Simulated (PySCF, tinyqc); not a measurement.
Worked calculation: LCCD on RHF in the sto-6g basis, frozen core, for HF, spin multiplicity 1. The lowest restricted solution is unstable here: a spin-polarised one lies 0.0015 hartree lower (PySCF). Computed by tinyqc, a small Python program that keeps every step (integrals from PySCF). Settings: charge = 0, multiplicity = 1, basis = sto-6g, method = RHF, frozen orbitals = 1, energy threshold = 1e-10, iteration cap = 76, orthogonalisation = symmetric, start = Wolfsberg-Helmholz matrix, DIIS depth = 6, amplitude equations = LCCD, DIIS depth for amplitudes = 4, cap on updates = 58. Command: `OMP_NUM_THREADS=1 python tinyqc.py 29569 29570 out.jsonl` (the two numbers bound the seeds that draw the settings). One thread of a shared host (Intel(R) Xeon(R) Processor @ 2.60GHz), about 0.1 s of CPU time with the checks. The early iterations of the SCF are left out here.

## One-electron integrals

Geometry (angstrom):
```
atom,x,y,z
F,0.000000,0.000000,0.000000
H,0.000000,0.000000,1.237000
```

Basis sto-6g: exponents (1/bohr^2) and contraction coefficients of normalised primitives:
```
element,l (shell),exponent,coefficient
F,s (1),1728.626574,0.009164
F,s (1),316.941790,0.049361
F,s (1),88.668891,0.168538
F,s (1),30.460157,0.370563
F,s (1),11.828570,0.416492
F,s (1),4.871659,0.130334
F,s (2),67.032281,-0.013253
F,s (2),13.267438,-0.046992
F,s (2),4.123510,-0.033785
F,s (2),1.586463,0.250242
F,s (2),0.689002,0.595117
F,s (2),0.315820,0.240706
F,p (3),67.032281,0.003760
F,p (3),13.267438,0.037679
F,p (3),4.123510,0.173897
F,p (3),1.586463,0.418036
F,p (3),0.689002,0.425860
F,p (3),0.315820,0.101708
H,s (1),35.523221,0.009164
H,s (1),6.513144,0.049361
H,s (1),1.822143,0.168538
H,s (1),0.625955,0.370563
H,s (1),0.243077,0.416492
H,s (1),0.100112,0.130334
```

Overlap, kinetic and nuclear-attraction integrals over the contracted functions; the nuclear repulsion is the sum of Za Zb / Rab.

nuclear repulsion = 3.85011714 hartree

overlap S:
```
,1F 1s,1F 2s,1F 2px,1F 2py,1F 2pz,2H 1s
1F 1s,1.000000,0.232479,0.000000,0.000000,0.000000,0.024146
1F 2s,0.232479,1.000000,0.000000,0.000000,0.000000,0.269188
1F 2px,0.000000,0.000000,1.000000,0.000000,0.000000,0.000000
1F 2py,0.000000,0.000000,0.000000,1.000000,0.000000,0.000000
1F 2pz,0.000000,0.000000,0.000000,0.000000,1.000000,0.232925
2H 1s,0.024146,0.269188,0.000000,0.000000,0.232925,1.000000
```

kinetic energy T (hartree):
```
,1F 1s,1F 2s,1F 2px,1F 2py,1F 2pz,2H 1s
1F 1s,37.397730,-1.143349,0.000000,0.000000,0.000000,-0.005559
1F 2s,-1.143349,1.082297,0.000000,0.000000,0.000000,0.016657
1F 2px,0.000000,0.000000,3.251325,0.000000,0.000000,0.000000
1F 2py,0.000000,0.000000,0.000000,3.251325,0.000000,0.000000
1F 2pz,0.000000,0.000000,0.000000,0.000000,3.251325,0.085892
2H 1s,-0.005559,0.016657,0.000000,0.000000,0.085892,0.768522
```

nuclear attraction V (hartree):
```
,1F 1s,1F 2s,1F 2px,1F 2py,1F 2pz,2H 1s
1F 1s,-78.250243,-7.965163,0.000000,0.000000,-0.008752,-0.946473
1F 2s,-7.965163,-11.902895,0.000000,0.000000,-0.103007,-2.270817
1F 2px,0.000000,0.000000,-11.884674,0.000000,0.000000,0.000000
1F 2py,0.000000,0.000000,0.000000,-11.884674,0.000000,0.000000
1F 2pz,-0.008752,-0.103007,0.000000,0.000000,-11.937819,-1.701568
2H 1s,-0.946473,-2.270817,0.000000,0.000000,-1.701568,-5.044092
```

core Hamiltonian H = T + V (hartree):
```
,1F 1s,1F 2s,1F 2px,1F 2py,1F 2pz,2H 1s
1F 1s,-40.852513,-9.108512,0.000000,0.000000,-0.008752,-0.952032
1F 2s,-9.108512,-10.820598,0.000000,0.000000,-0.103007,-2.254160
1F 2px,0.000000,0.000000,-8.633348,0.000000,0.000000,0.000000
1F 2py,0.000000,0.000000,0.000000,-8.633348,0.000000,0.000000
1F 2pz,-0.008752,-0.103007,0.000000,0.000000,-8.686493,-1.615676
2H 1s,-0.952032,-2.254160,0.000000,0.000000,-1.615676,-4.275570
```

## Two-electron integrals

Functions are numbered as in S; the eight-fold symmetry (ij|kl) = (ji|kl) = (kl|ij) leaves the list below.

Two-electron integrals (ij|kl) in chemists' order, unique and non-zero (hartree):
```
i,j,k,l,(ij|kl)
1,1,1,1,5.406240
2,1,1,1,0.768129
2,1,2,1,0.138909
2,2,1,1,1.266271
2,2,2,1,0.283987
2,2,2,2,0.926367
3,1,3,1,0.029452
3,2,3,1,0.044681
3,2,3,2,0.204753
3,3,1,1,1.266273
3,3,2,1,0.283987
3,3,2,2,0.926366
3,3,3,3,0.998085
4,1,4,1,0.029452
4,2,4,1,0.044681
4,2,4,2,0.204753
4,3,4,3,0.053789
4,4,1,1,1.266273
4,4,2,1,0.283987
4,4,2,2,0.926366
4,4,3,3,0.890506
4,4,4,4,0.998085
5,1,5,1,0.029452
5,2,5,1,0.044681
5,2,5,2,0.204753
5,3,5,3,0.053789
5,4,5,4,0.053789
5,5,1,1,1.266273
5,5,2,1,0.283987
5,5,2,2,0.926366
5,5,3,3,0.890506
5,5,4,4,0.890506
5,5,5,5,0.998085
6,1,1,1,0.084826
6,1,2,1,0.014717
6,1,2,2,0.029471
6,1,3,3,0.029422
6,1,4,4,0.029422
6,1,5,1,0.000641
6,1,5,2,0.001259
6,1,5,5,0.029569
6,1,6,1,0.001585
6,2,1,1,0.231181
6,2,2,1,0.052705
6,2,2,2,0.193867
6,2,3,3,0.191074
6,2,4,4,0.191074
6,2,5,1,0.003835
6,2,5,2,0.029801
6,2,5,5,0.199453
6,2,6,1,0.005595
6,2,6,2,0.052004
6,3,3,1,0.005632
6,3,3,2,0.032997
6,3,5,3,0.006126
6,3,6,3,0.007322
6,4,4,1,0.005632
6,4,4,2,0.032997
6,4,5,4,0.006126
6,4,6,4,0.007322
6,5,1,1,0.165186
6,5,2,1,0.038164
6,5,2,2,0.149968
6,5,3,3,0.143862
6,5,4,4,0.143862
6,5,5,1,0.007979
6,5,5,2,0.054144
6,5,5,5,0.162179
6,5,6,1,0.004211
6,5,6,2,0.049368
6,5,6,5,0.053688
6,6,1,1,0.422568
6,6,2,1,0.098124
6,6,2,2,0.416040
6,6,3,3,0.403526
6,6,4,4,0.403526
6,6,5,1,0.008057
6,6,5,2,0.089016
6,6,5,5,0.441067
6,6,6,1,0.010465
6,6,6,2,0.151032
6,6,6,5,0.165828
6,6,6,6,0.774999
```

## Orthogonalisation

S = U s U^T; symmetric (Loewdin) form X = U s^(-1/2) U^T, so that X^T S X = 1.

eigenvalues of S: 0.606669  0.855008  1.000000  1.000000  1.124137  1.414186

X:
```
,1F 1s,1F 2s,1F 2px,1F 2py,1F 2pz,2H 1s
1F 1s,1.021531,-0.123753,0.000000,0.000000,-0.002872,0.013379
1F 2s,-0.123753,1.052543,0.000000,0.000000,0.026576,-0.149428
1F 2px,0.000000,0.000000,1.000000,0.000000,0.000000,0.000000
1F 2py,0.000000,0.000000,0.000000,1.000000,0.000000,0.000000
1F 2pz,-0.002872,0.026576,0.000000,0.000000,1.022468,-0.126818
2H 1s,0.013379,-0.149428,0.000000,0.000000,-0.126818,1.052884
```

## Iteration 7 (converged): orbitals

converged F (hartree):
```
,1F 1s,1F 2s,1F 2px,1F 2py,1F 2pz,2H 1s
1F 1s,-26.259981,-6.371788,0.000000,0.000000,-0.014708,-0.668988
1F 2s,-6.371788,-2.888288,0.000000,0.000000,-0.025189,-0.642253
1F 2px,0.000000,0.000000,-0.472054,0.000000,0.000000,0.000000
1F 2py,0.000000,0.000000,0.000000,-0.472054,0.000000,0.000000
1F 2pz,-0.014708,-0.025189,0.000000,0.000000,-0.229218,-0.430111
2H 1s,-0.668988,-0.642253,0.000000,0.000000,-0.430111,-0.296280
```

Diagonalise F' = X^T F X, C = X C', fill 5 alpha and 5 beta electrons from the bottom; D = 2 C_occ C_occ^T. Each column has its largest component positive (the first on a tie).

F' = X^T F X (hartree):
```
,1,2,3,4,5,6
1,-25.852309,-3.170290,0.000000,0.000000,-0.029353,-0.064532
2,-3.170290,-1.769416,0.000000,0.000000,0.057643,-0.316963
3,0.000000,0.000000,-0.472054,0.000000,0.000000,0.000000
4,0.000000,0.000000,0.000000,-0.472054,0.000000,0.000000
5,-0.029353,0.057643,0.000000,0.000000,-0.131581,-0.416445
6,-0.064532,-0.316963,0.000000,0.000000,-0.416445,-0.078647
```

orbital energies (hartree): MO1 -26.263096, MO2 -1.429348, MO3 -0.493543, MO4 -0.472054, MO5 -0.472054, MO6 0.354034

coefficients C:
```
,MO1,MO2,MO3,MO4,MO5,MO6
1F 1s,0.997225,-0.245016,0.046333,0.000000,0.000000,0.048888
1F 2s,0.011854,0.997659,-0.254933,0.000000,0.000000,-0.292815
1F 2px,0.000000,0.000000,0.000000,0.999963,0.008549,0.000000
1F 2py,0.000000,0.000000,0.000000,-0.008549,0.999963,0.000000
1F 2pz,0.000970,0.025361,0.688096,0.000000,0.000000,-0.766888
2H 1s,-0.001809,0.091693,0.595334,0.000000,0.000000,0.885619
```

D after iteration 7:
```
,1F 1s,1F 2s,1F 2px,1F 2py,1F 2pz,2H 1s
1F 1s,2.113276,-0.488867,0.000000,0.000000,0.053270,0.006627
1F 2s,-0.488867,2.120911,0.000000,0.000000,-0.300210,-0.120627
1F 2px,0.000000,0.000000,2.000000,0.000000,0.000000,0.000000
1F 2py,0.000000,0.000000,0.000000,2.000000,0.000000,0.000000
1F 2pz,0.053270,-0.300210,0.000000,0.000000,0.948240,0.823941
2H 1s,0.006627,-0.120627,0.000000,0.000000,0.823941,0.725666
```

Within a degenerate level the vectors are fixed only up to a rotation; this is one choice.

## Convergence

Stop when the energy changes by less than 1e-10 hartree and every element of the error matrix X^T (F D S - S D F) X is below 3e-06.

Course of the cycle:
```
iteration,E (hartree),change,largest element of the error matrix
1,-99.10469847,-,4.55e-01
2,-99.43443403,-3.30e-01,6.55e-02
3,-99.43970390,-5.27e-03,1.36e-02
4,-99.43982807,-1.24e-04,1.10e-03
5,-99.43982916,-1.09e-06,1.56e-05
6,-99.43982916,-1.61e-10,1.20e-07
7,-99.43982916,-9.95e-14,6.21e-08
```

PySCF RHF in the same basis = -99.43982916 hartree

Converged in 7 iterations.

## Integrals over molecular orbitals

(pq|rs) = sum C_ip C_jq C_kr C_ls (ij|kl), one index at a time.

one-electron integrals over orbitals h = C^T H C (hartree):
```
,1,2,3,4,5,6
1,-40.839496,0.732486,-0.133253,0.000000,0.000000,-0.147883
2,0.732486,-9.193266,0.494651,0.000000,0.000000,0.800796
3,-0.133253,0.494651,-6.860392,0.000000,0.000000,2.255178
4,0.000000,0.000000,0.000000,-8.633348,0.000000,0.000000
5,0.000000,0.000000,0.000000,0.000000,-8.633348,0.000000
6,-0.147883,0.800796,2.255178,0.000000,0.000000,-5.991019
```

Two-electron integrals over orbitals (pq|rs), unique and non-zero (hartree); the lowest 1 orbital is frozen and left out:
```
p,q,r,s,(pq|rs)
2,2,2,2,0.876486
3,2,2,2,-0.045060
3,2,3,2,0.135635
3,3,2,2,0.696478
3,3,3,2,-0.015596
3,3,3,3,0.680164
4,2,4,2,0.189628
4,3,4,2,-0.027708
4,3,4,3,0.035692
4,4,2,2,0.897486
4,4,3,2,-0.065448
4,4,3,3,0.682357
4,4,4,4,0.998085
5,2,5,2,0.189628
5,3,5,2,-0.027708
5,3,5,3,0.035692
5,4,5,4,0.053789
5,5,2,2,0.897486
5,5,3,2,-0.065448
5,5,3,3,0.682357
5,5,4,4,0.890506
5,5,5,5,0.998085
6,2,2,2,-0.086939
6,2,3,2,-0.076385
6,2,3,3,-0.023506
6,2,4,4,-0.085558
6,2,5,5,-0.085558
6,2,6,2,0.091030
6,3,2,2,-0.236778
6,3,3,2,0.079626
6,3,3,3,-0.095528
6,3,4,4,-0.244928
6,3,5,5,-0.244928
6,3,6,2,0.037085
6,3,6,3,0.230373
6,4,4,2,-0.028456
6,4,4,3,-0.022206
6,4,6,4,0.028777
6,5,5,2,-0.028456
6,5,5,3,-0.022206
6,5,6,5,0.028777
6,6,2,2,0.639355
6,6,3,2,0.046865
6,6,3,3,0.649293
6,6,4,4,0.622574
6,6,5,5,0.622574
6,6,6,2,-0.054088
6,6,6,3,-0.023210
6,6,6,6,0.677354
```

## LCCD: starting amplitudes

t_ij^ab = <ij||ab> / (e_i + e_j - e_a - e_b), whose energy is MP2.

Starting amplitudes (spin orbitals 1a, 1b, ...; amplitudes related by a flip of all spins are not repeated):
```
from,to,t
3a 3b,6a 6b,-0.135901
2a 2b,6a 6b,-0.025522
5a 5b,6a 6b,-0.017418
4a 4b,6a 6b,-0.017418
2a 3b,6a 6b,-0.014096
```

correlation energy = -0.03567911 hartree

## LCCD: amplitude update 1

t_ij^ab D_ij^ab are set to the remaining terms of the spin-orbital equations, evaluated with the old amplitudes; for the doubles these are <ij||ab> + 1/2 <ab||ef> t_ij^ef + 1/2 <mn||ij> t_mn^ab + P(ij)P(ab) <mb||ej> t_im^ae, D the orbital-energy denominators (linear CCD).

Amplitudes after update 1 (spin orbitals 1a, 1b, ...; amplitudes related by a flip of all spins are not repeated):
```
from,to,t
3a 3b,6a 6b,-0.196772
2a 2b,6a 6b,-0.025184
2a 3b,6a 6b,-0.023180
5a 5b,6a 6b,-0.019442
4a 4b,6a 6b,-0.019442
```

correlation energy = -0.05046168 hartree

## LCCD: convergence

E_corr = 1/4 sum <ij||ab> t_ij^ab; stop when the norm of the change is below 1e-8.

Course of the amplitude iterations:
```
update,correlation energy (hartree),norm of the change
0,-0.03567911,-
1,-0.05046168,1.25e-01
2,-0.05719087,5.88e-02
3,-0.06324747,2.81e-02
4,-0.06324841,5.24e-04
5,-0.06324622,7.27e-05
6,-0.06324622,1.60e-05
7,-0.06324630,5.21e-06
8,-0.06324630,2.97e-08
9,-0.06324629,1.23e-08
10,-0.06324629,1.66e-10
```

Converged amplitudes (spin orbitals 1a, 1b, ...; amplitudes related by a flip of all spins are not repeated):
```
from,to,t
3a 3b,6a 6b,-0.251843
2a 3b,6a 6b,-0.030982
2a 2b,6a 6b,-0.020445
5a 5b,6a 6b,-0.018582
4a 4b,6a 6b,-0.018582
```

LCCD total energy = -99.50307546 hartree

Converged in 10 updates, with DIIS from the third.
